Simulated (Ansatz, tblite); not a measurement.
# The cluster As3−: isomers from a random search, part 2 of 2

Which shape does the cluster As3− prefer? Candidates from a tight-binding search are relaxed and compared.

Ansatz 0.2.0, Gaussian basis; relaxed with B3LYP-D4/def2-TZVPD, singlet. The steps go on from the part before.

## 8. Candidate A, PBE-D4/def2-TZVPD

Contents of in.yaml:

```yaml
crystal:
  periodic: [false, false, false]
  atoms:
    - {symbol: As, position_ang: [-0.036824, -1.694395, -1.366880]}
    - {symbol: As, position_ang: [0.000211, -0.000014, 0.000018]}
    - {symbol: As, position_ang: [0.036603, 1.694420, 1.366872]}
basis:
  gaussian: {orbitals: def2-TZVPD, initial_orbitals: start.molden}
total_charge: -1
hamiltonian: {xc: pbe, dispersion: d4}
scf: {omitted_lower_state_checks: [starts]}
output: {forces: true, orbitals: {seedname: orbitals}}
```

The run is started by

```
$ ansatz run in.yaml --threads 4 --pin off --events-out ev --progress --plain --max-ram 3916MiB
```

The log of the run:

```text
Functional definition: PBE
  name "PBE"
  cite "Perdew, Burke & Ernzerhof, Phys. Rev. Lett. 77, 3865 (1996) doi:10.1103/PhysRevLett.77.3865"
  parent pbe
  parameter kappa = 0.804
  parameter beta = 0.06672455060314922
  exchange = pbe_x(kappa = kappa, mu = beta*pi^2/3)
  correlation = pbe_c(beta = beta)
these checks for a lower state are left out or cut short: starts
1221 factors; their error is unknown
mean field evaluation 1: about -182498.5693 eV, gradient 1.3e1 eV
mean field evaluation 2: about -182498.6940 eV, gradient 1.8e-1 eV
mean field evaluation 4: about -182498.6848 eV, gradient 6.3e-2 eV
mean field evaluation 8: about -182498.6848 eV, gradient 2.5e-5 eV
mean field -182498.68479612 eV, -6706.7029642058 hartree, gradient 2.5e-5 eV, S^2 0.000000; 0 other end points of the search recorded, 0 dependent functions left out
the calculation of the forces begins
reference -182498.68482657 eV, -6706.7029653248 hartree; 50, 50 occupied and 112, 112 virtual orbitals, 1221 factors
Total energy: -182498.81237278 eV, -6706.7076525616 hartree
Atom 0 at    -0.036824    -1.694395    -1.366880 Å, force    -0.003178    -0.154194    -0.124366 eV/Å
Atom 1 at     0.000211    -0.000014     0.000018 Å, force    -0.000325     0.000026    -0.000023 eV/Å
Atom 2 at     0.036603     1.694420     1.366872 Å, force     0.003503     0.154168     0.124389 eV/Å
Dipole moment:    -0.000034     0.000003    -0.000002 e Å
Checks for a lower state left out: starts
```

It took 1.5 s on 4 threads of Arm Neoverse V2, shared host.

From the report: HOMO -0.11 eV, LUMO 2.07 eV.

## 9. Candidate A, r2SCAN-D4/def2-TZVPD

in.yaml: that of step 8 with these lines changed.

```diff
@@ -9,4 +9,4 @@
 total_charge: -1
-hamiltonian: {xc: pbe, dispersion: d4}
+hamiltonian: {xc: r2scan, dispersion: d4}
 scf: {omitted_lower_state_checks: [starts]}
-output: {forces: true, orbitals: {seedname: orbitals}}
+output: {orbitals: {seedname: orbitals}}
```

Same command.

The log of the run:

```text
Functional definition: r2SCAN
  name "r2SCAN"
  cite "Furness, Kaplan, Ning, Perdew & Sun, J. Phys. Chem. Lett. 11, 8208 (2020) doi:10.1021/acs.jpclett.0c02405"
  cite "Furness, Kaplan, Ning, Perdew & Sun, J. Phys. Chem. Lett. 11, 9248 (2020) doi:10.1021/acs.jpclett.0c03077"
  parent r2scan
  parameter k0 = 0.174
  parameter k1 = 0.065
  parameter a1 = 4.9479
  exchange = r2scan_x(k0 = k0, k1 = k1, a1 = a1)
  correlation = r2scan_c
these checks for a lower state are left out or cut short: starts
1221 factors; their error is unknown
mean field evaluation 1: about -182525.0939 eV, gradient 1.0e1 eV
mean field evaluation 2: about -182525.1584 eV, gradient 1.1e-1 eV
mean field evaluation 4: about -182525.1401 eV, gradient 1.4e-4 eV
mean field evaluation 8: about -182525.1401 eV, gradient 1.3e-5 eV
mean field -182525.14006742 eV, -6707.6751774942 hartree, gradient 1.3e-5 eV, S^2 0.000000; 0 other end points of the search recorded, 0 dependent functions left out
reference -182525.14007632 eV, -6707.6751778212 hartree; 50, 50 occupied and 112, 112 virtual orbitals, 1221 factors
Total energy: -182525.16525204 eV, -6707.6761030120 hartree
Checks for a lower state left out: starts
```

Wall time 2.5 s (4 threads of Arm Neoverse V2, shared host).

HOMO -0.32 eV, LUMO 2.06 eV.

## 10. Candidate A, revPBE-D4/def2-TZVPD

in.yaml: that of step 9 with these lines changed.

```diff
@@ -9,3 +9,3 @@
 total_charge: -1
-hamiltonian: {xc: r2scan, dispersion: d4}
+hamiltonian: {xc: {name: revPBE}, dispersion: d4}
 scf: {omitted_lower_state_checks: [starts]}
```

The command is unchanged.

The log of the run:

```text
Functional definition: revPBE
  name "revPBE"
  cite "Zhang & Yang, Phys. Rev. Lett. 80, 890 (1998) doi:10.1103/PhysRevLett.80.890"
  cite "Perdew, Burke & Ernzerhof, Phys. Rev. Lett. 77, 3865 (1996) doi:10.1103/PhysRevLett.77.3865"
  parameter kappa = 1.245
  parameter beta = 0.06672455060314922
  exchange = pbe_x(kappa = kappa, mu = beta*pi^2/3)
  correlation = pbe_c(beta = beta)
these checks for a lower state are left out or cut short: starts
1221 factors; their error is unknown
mean field evaluation 1: about -182511.3149 eV, gradient 1.2e1 eV
mean field evaluation 2: about -182511.4117 eV, gradient 1.5e-1 eV
mean field evaluation 4: about -182511.4024 eV, gradient 2.1e-4 eV
mean field evaluation 8: about -182511.4024 eV, gradient 1.5e-5 eV
mean field -182511.40238382 eV, -6707.1703269336 hartree, gradient 1.5e-5 eV, S^2 0.000000; 0 other end points of the search recorded, 0 dependent functions left out
reference -182511.40242185 eV, -6707.1703283312 hartree; 50, 50 occupied and 112, 112 virtual orbitals, 1221 factors
Total energy: -182511.65845869 eV, -6707.1797375114 hartree
Checks for a lower state left out: starts
```

Run time: 1.2 s. Hardware: 4 threads of Arm Neoverse V2, shared host.

Report: HOMO -0.06 eV, LUMO 2.13 eV.

## 11. Candidate A, ωB97M-V/def2-TZVPD

in.yaml: that of step 10 with these lines changed.

```diff
@@ -9,3 +9,3 @@
 total_charge: -1
-hamiltonian: {xc: {name: revPBE}, dispersion: d4}
+hamiltonian: {xc: {name: wB97M-V}}
 scf: {omitted_lower_state_checks: [starts]}
```

Launched as before.

The log of the run:

```text
Functional definition: wB97M-V
  name "wB97M-V"
  cite "Mardirossian & Head-Gordon, J. Chem. Phys. 144, 214110 (2016) doi:10.1063/1.4952647"
  cite "Becke, J. Chem. Phys. 107, 8554 (1997) doi:10.1063/1.475007"
  cite "Vydrov & Van Voorhis, J. Chem. Phys. 133, 244103 (2010) doi:10.1063/1.3521275"
  # Of w^i u^j: cxij and so on, Table III.
  parameter omega = 0.3/bohr
  parameter cx = 0.15
  parameter cx01 = 1.007
  parameter cx10 = 0.259
  parameter css00 = 0.443
  parameter css04 = -1.437
  parameter css10 = -4.535
  parameter css20 = -3.390
  parameter css43 = 4.278
  parameter cos00 = 1.000
  parameter cos10 = 1.358
  parameter cos20 = 2.924
  parameter cos21 = -8.812
  parameter cos60 = -1.390
  parameter cos61 = 9.142
  parameter b = 6.0
  parameter c = 0.01
  gx(w, u) = 1 - cx + cx01*u + cx10*w
  gss(w, u) = css00 + css04*u^4 + css10*w + css20*w^2 + css43*w^4*u^3
  gos(w, u) = cos00 + cos10*w + (cos20 + cos21*u)*w^2 + (cos60 + cos61*u)*w^6
  exchange = spin_sum(e_x_unif_sr(omega)*gx(b97_w, b97_u_x)) + cx*exact_x_sr(omega) + exact_x_lr(omega)
  correlation = spin_sum(e_c_pw_mod_same_spin*gss(b97_w, b97_u_same))
      + integral(e_c_pw_mod_opposite_spin*gos(b97_w_opposite, b97_u_opposite)) + vv10(b, c)
these checks for a lower state are left out or cut short: starts
1254 factors; their error is unknown
218 factors; integrals over basis functions are off by at most 1.0e-4 eV
mean field evaluation 1: about -182514.5835 eV, gradient 8.8e0 eV
mean field evaluation 2: about -182514.6792 eV, gradient 1.7e-1 eV
mean field evaluation 4: about -182515.1028 eV, gradient 5.6e-4 eV
mean field evaluation 8: about -182515.1028 eV, gradient 1.4e-5 eV
mean field -182515.10282366 eV, -6707.3063155894 hartree, gradient 1.4e-5 eV, S^2 0.000000; 0 other end points of the search recorded, 0 dependent functions left out
reference -182515.10286047 eV, -6707.3063169424 hartree; 50, 50 occupied and 112, 112 virtual orbitals, 1254 factors
Total energy: -182515.10286047 eV, -6707.3063169424 hartree
Checks for a lower state left out: starts
```

Run time: 6.5 s. Hardware: 4 threads of Arm Neoverse V2, shared host; peak memory 0.63 GiB.

HOMO -2.53 eV, LUMO 4.18 eV.

## 12. Candidate A, CCSD(T)/def2-TZVPPD

in.yaml: that of step 11 with these lines changed.

```diff
@@ -7,5 +7,5 @@
 basis:
-  gaussian: {orbitals: def2-TZVPD, initial_orbitals: start.molden}
+  gaussian: {orbitals: "def2-TZVPPD.json", initial_orbitals: start.molden}
 total_charge: -1
-hamiltonian: {xc: {name: wB97M-V}}
+correlation: {method: ccsd_t}
 scf: {omitted_lower_state_checks: [starts]}
```

Launched as before.

The log of the run:

```text
Functional definition: HF
  name "HF"
  cite "Fock, Z. Phys. 61, 126 (1930) doi:10.1007/BF01340294"
  parent pbe
  exchange = exact_x
  correlation = 0
these checks for a lower state are left out or cut short: starts
1029 factors; integrals over basis functions are off by at most 7.5e-4 eV
mean field evaluation 1: about -182386.4294 eV, gradient 3.8e1 eV
mean field evaluation 2: about -182387.2995 eV, gradient 1.2e0 eV
mean field evaluation 4: about -182387.5792 eV, gradient 1.5e0 eV
mean field evaluation 8: about -182387.5894 eV, gradient 8.3e-4 eV
mean field -182387.58935693 eV, -6702.6202821187 hartree, gradient 2.7e-6 eV, S^2 0.000000; 0 other end points of the search recorded, 0 dependent functions left out; unrestricted orbitals would lower it
mean field evaluation 16: about -182387.8784 eV, gradient 1.5e0 eV
27 core orbitals not correlated: weight in the atoms' cores, before any rotation towards them, 1.000 or more for the frozen orbitals, at most 0.000 for the correlated occupied ones
reference -182387.58935693 eV, -6702.6202821187 hartree; 23, 23 occupied and 112, 112 virtual orbitals, 1029 factors
second order -22.11671027 eV of doubles, -0.00000000 eV of singles
cycle   1  -20.34651325 eV  change     1.8e0 eV  update   2.0e-1
cycle   2  -21.20385238 eV  change   -8.6e-1 eV  update   9.0e-2
cycle   3  -21.42363322 eV  change   -2.2e-1 eV  update   2.9e-2
cycle   4  -21.38591941 eV  change    3.8e-2 eV  update   9.6e-3
cycle   5  -21.38636412 eV  change   -4.4e-4 eV  update   4.3e-3
cycle   6  -21.38844336 eV  change   -2.1e-3 eV  update   1.0e-3
cycle   7  -21.38741334 eV  change    1.0e-3 eV  update   3.8e-4
cycle   8  -21.38748700 eV  change   -7.4e-5 eV  update   1.1e-4
cycle   9  -21.38752545 eV  change   -3.8e-5 eV  update   4.4e-5
perturbative correction -1.32074974 eV, -0.0485366577 hartree
Total energy: -182410.29763212 eV, -6703.4547958398 hartree
Checks for a lower state left out: starts
```

It took 7.5 s on 4 threads of Arm Neoverse V2, shared host; peak memory 0.74 GiB.

Hartree-Fock HOMO -2.43 eV, LUMO 5.05 eV; T1 0.016. Doubts: restricted state is unstable towards broken spin symmetry.

## 13. A against B

The energies of B at these levels come from its own runs, whose logs aren't repeated here.

Differences are taken before rounding.

```csv
method,A above B (kcal/mol),from CCSD(T)/def2-TZVPPD (kcal/mol),time
GFN1-xTB,-4.4,-8.6,0.004 s
GFN2-xTB,4.1,-0.1,0.004 s
HF/def2-TZVPPD,5.4,+1.2,
PBE-D4/def2-TZVPD,4.1,-0.2,2.7 s
revPBE-D4/def2-TZVPD,4.6,+0.4,2.5 s
r2SCAN-D4/def2-TZVPD,1.8,-2.5,5.5 s
PBE0-D4/def2-TZVPD,5.1,+0.9,6.6 s
ωB97M-V/def2-TZVPD,7.9,+3.6,14 s
MP2/def2-TZVPPD,0.7,-3.5,
CCSD/def2-TZVPPD,5.1,+0.9,
CCSD(T)/def2-TZVPPD,4.2,0,40 s
```

Among the levels timed on like hardware and quicker than the yardstick, those that no quicker one beats, quickest first: GFN2-xTB (0.004 s, -0.1 kcal/mol).

Times add the two runs; a level without a time comes out of a correlated run. The closed-shell reference under CCSD(T)/def2-TZVPPD is unstable towards broken spin symmetry, which adds to the doubt on it.

## 14. Results

The summary covers parts 1 to 2.

```
                      quantity          value
A above B, CCSD(T)/def2-TZVPPD  +4.2 kcal/mol
       levels that put A lower       GFN1-xTB
```

The levels disagree on A and B: 1 of 11 put A lower. The reference is CCSD(T) in one finite basis, so it carries an error of its own, often a tenth of an eV or more, and near misses can't be ranked. The search was small, so a lower isomer may exist. Only singlets are compared; another spin may lie lower and prefer another shape.

The anion's highest level is positive in at least one run, so there the basis alone may hold the extra electron.
